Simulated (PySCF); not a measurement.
**diethyl ketone: calculation and literature**

Numbering as in the mapped SMILES `[CH3:1][CH2:2][C:3](=[O:4])[CH2:5][CH3:6]`; H(Xn) means a hydrogen on atom n.

PySCF calculation with geometry from PBE0-D3(BJ)/def2-SVP, J: B3LYP/pcJ-1 (without the spin–dipole term) and shieldings: GIAO PBE0/pcSseg-1; no solvent model, one conformer, non-relativistic Hamiltonian, one averaged value for each set of equivalent atoms.

Reference values: measured (liquid, neat, 295 K; 17O NMR survey of organic solvents and oxofluorinated compounds, PMC5915748).
| atoms | quantity | reference | computed | computed, scaled |
| --- | --- | --- | --- | --- |
| O4 | δ 17O vs D2O (external) | 551.9 | – | 544.1 |

Computed shifts are σ(ref) − σ with the named reference compound (TMS for H and C) calculated as an isolated molecule at the same level. The measured values may be among those fitted. Shieldings were converted by a linear fit to measured shifts: 17O (scatter 11.6 ppm rms vs liquid water, solution or neat liquid). A few per cent of atoms miss by over 2 rms, more outside the fitted compound classes.

Coupling constants in Hz:
```tsv
coupling	reference	computed	source
1J(C1,C2)	35.7	40.1	measured; liquid or solution; F. J. Weigert, PhD thesis, Caltech 1968 (Carbon-13 magnetic resonance spectroscopy)
1J(C2,C3)	39.7	41.4	measured; liquid or solution; F. J. Weigert, PhD thesis, Caltech 1968 (Carbon-13 magnetic resonance spectroscopy)
```
